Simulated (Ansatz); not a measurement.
`C[S][MgH]` + H• → `C[S][Mg]`• + H₂  (hydrogen abstraction from a Mg–H bond)

Isolated molecules relaxed with PBE0-D4/def2-TZVP in Ansatz; ΔE leaves out vibrations. CBS: MP2 limit from def2 TZ/QZ plus the TZ coupled-cluster correction, frozen cores. This one scheme is used for every species, atoms too. Open shells (•) are unrestricted, without spin–orbit coupling. For Mg outer-core shells are correlated without core-valence functions, so the limit isn't a true one: a few kJ/mol of doubt a bond, and 10 to 20 or more in all where bonds break to atoms.

| species | CCSD(T)/CBS(def2) energy (Eh) |
| --- | --- |
| `C[S][MgH]` | -638.14397 |
| H• | -0.50000 |
| `C[S][Mg]`• | -637.52531 |
| H₂ | -1.17544 |

(1) Work out ΔE.

(2) What do rigid-rotor, harmonic-oscillator terms from PBE0-D4/def2-TZVP frequencies (298.15 K, 1 bar) make of the CCSD(T)/CBS value? (Estimate.)

Largest T1 diagnostic among the species: 0.012.

Results:

(1) ΔE = (-637.52531) + (-1.17544) − (-638.14397) − (-0.50000) = -0.05678 Eh = -149.1 kJ/mol.

(2) The calculation gave: ΔZPE = +12.4 kJ/mol, ΔH = -136.2 kJ/mol, ΔS = 12 J/(mol·K), ΔG = -139.8 kJ/mol. Open shells count their whole term as degenerate. Modes under 50 cm⁻¹ make the entropy rough.

In def2-TZVPP, CCSD(T) changes the Hartree–Fock value by −20.4 kJ/mol (the triples alone add −0.3 kJ/mol) and MP2 by −17.8 kJ/mol. Leaving LDA and LC-ωPBE aside and taking each functional with its dispersion term where it has one, the values, not all of them listed here, spread over 34.5 kJ/mol, from BLYP-D4 to B97M-V. LDA lies −5.8 kJ/mol from PBE without D4. From BLYP to BHLYP (50 % exact exchange), in def2-TZVPP and without D4, ΔE moves by +8.3 kJ/mol.
